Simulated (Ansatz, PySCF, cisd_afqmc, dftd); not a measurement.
Reaction: HOCl (SMILES ClO) → HOCl+ (parent SMILES OCl, doublet) + e-
Each species at its own B3LYP-D3(BJ)/def2-TZVP minimum (Ansatz, an electronic-structure program).

Wanted: adiabatic ionisation energy (0 K, zero-point energies from PySCF's Hessians at B3LYP-D3(BJ)/def2-TZVP), in eV. UHF or UKS for unpaired electrons; spin-orbit terms are left out. Cores are frozen in correlated methods. Rows without X2C or -DK are non-relativistic. AFQMC is phaseless with a CISD trial state; ± is one standard error, without the phaseless bias. Outlying blocks are dropped, and bars are widened where a walk drifts. Over all cases where full CI ran beside it in this data, AFQMC minus full CI had a median of +0.1 mEh and passed +0.4 mEh in a tenth of the cases. CBS(X,Y): correlation extrapolated as X^-3, Hartree-Fock from the larger set (Q,5: extrapolated as (X+1)exp(-9√X)). A bracket is a step between two methods taken in the basis named. Functionals run without relativity, which enters their misses. '+ core + X2C': CCSD(T) terms for core correlation (cc-pwCVTZ, 1s frozen past Ne) and scalar relativity (cc-pVTZ-DK).

Measured: 11.12 eV (CCCBDB table in ASE).

```
level                                                                                               program  adiabatic ionisation energy (eV)  error against that value
--------------------------------------------------------------------------------------  -------------------  --------------------------------  ------------------------
r2SCAN-D3(BJ)/def2-TZVPD                                                                     Ansatz + dftd3                             10.83                     -0.29
CAM-B3LYP-D3(BJ)/def2-TZVPD                                                                  Ansatz + dftd3                             11.02                     -0.10
CCSD(T)/cc-pV(Q+d)Z                                                                                  Ansatz                             11.04                     -0.08
CCSD(T)/CBS(cc-pV(T+d)Z,cc-pV(Q+d)Z) + core + X2C                                                    Ansatz                             11.15                      0.03
AFQMC/CISD/cc-pV(D+d)Z                                                                           cisd_afqmc                      10.65 ± 0.02                     -0.47
CCSD(T)/CBS(cc-pV(Q+d)Z,cc-pV(5+d)Z) + [CCSDT(Q) - CCSD(T)]/cc-pV(D+d)Z + core + X2C                 Ansatz                             11.12                      0.00
CCSD(T)/CBS(cc-pV(Q+d)Z,cc-pV(5+d)Z) + [AFQMC/CISD - CCSD(T)]/cc-pV(T+d)Z + core + X2C  Ansatz + cisd_afqmc                      11.16 ± 0.02                      0.04
CCSD(T)/CBS(cc-pV(Q+d)Z,cc-pV(5+d)Z) + [CCSDT(Q) - CCSD(T)]/cc-pV(T+d)Z + core + X2C                 Ansatz                             11.12                      0.00
```
